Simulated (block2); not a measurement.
# NOF (SMILES O=NF): DMRG/ANO-RCC-MB (start occupation bias 0.2)

Wanted: the energy of NOF. 

Program for the calculation: block2 0.5.4.

2 further runs of the same task are left out: 2 set aside as unsound or not needed. Runs told in other sessions of the task aren't counted.

**1. The system as given**

NOF has 3 atoms, charge 0, and is taken as a singlet. SMILES: `O=NF`. The coordinates come from a PBE0-D4/def2-TZVP relaxation.

Bond lengths: O1–N2 1.127 Å, N2–F3 1.483 Å. Angles: O1–N2–F3 110.4°.

**2. The energy at DMRG/ANO-RCC-MB (start occupation bias 0.2)**

The input, prepare.py:

```python
from pyscf import ao2mo, gto, mcscf, scf
from pyscf.tools import fcidump

mol = gto.M(atom="""
O      0.868350     0.242970     0.504740
N      0.148930    -0.482540     0.029910
F     -1.017290     0.239580    -0.534650
""", basis="ano-rcc-mb", charge=0, verbose=3, max_memory=2000)
print("basis functions                = %d" % (mol.nao))
mf = scf.RHF(mol)
mf.conv_tol = 1e-10
mf.max_cycle = 200
mf.kernel()
if not mf.converged:
    mf = mf.newton().run(mf.mo_coeff, mf.mo_occ)
print("SCF energy                     = %.10f" % (mf.e_tot))
cas = mcscf.CASCI(mf, 12, 18)
h1, ecore = cas.get_h1eff()
fcidump.from_integrals("FCIDUMP", h1, cas.get_h2eff(), 12, 18, nuc=ecore, ms=0)
ci = mcscf.CASCI(mf, 12, (9, 9))
ci.fix_spin_(ss=0)
ci.fcisolver.conv_tol = 1e-10
ci.fcisolver.max_cycle = 200
ci.kernel()
print("exact diagonalisation          = %.10f" % (ci.e_tot))
```

The input, dmrg.conf:

```
sym c1
orbitals FCIDUMP
nelec 18
spin 0
irrep 1
occ 2 2 2 2 2 2 2 2 2 0 0 0
cbias 0.2
schedule
0 12 1E-07 1E-03
2 25 1E-07 1E-04
5 50 1E-07 1E-04
8 100 1E-07 1E-05
11 100 1E-08 0.0
end
maxiter 17
sweep_tol 1E-04
fiedler
mem 1g
num_thrds 1
prefix ./tmp
outputlevel 1
onepdm
```

On the command line:

```
$ python prepare.py && block2main dmrg.conf
```

Q: Predict the results. Wanted: total energy.

Computed results:

Level: DMRG/ANO-RCC-MB (start occupation bias 0.2), 3 core orbitals frozen.

| quantity | value |
| --- | --- |
| total energy | -228.58402 Eh |

What this shows: The basis was made for a relativistic Hamiltonian, but the run is non-relativistic.
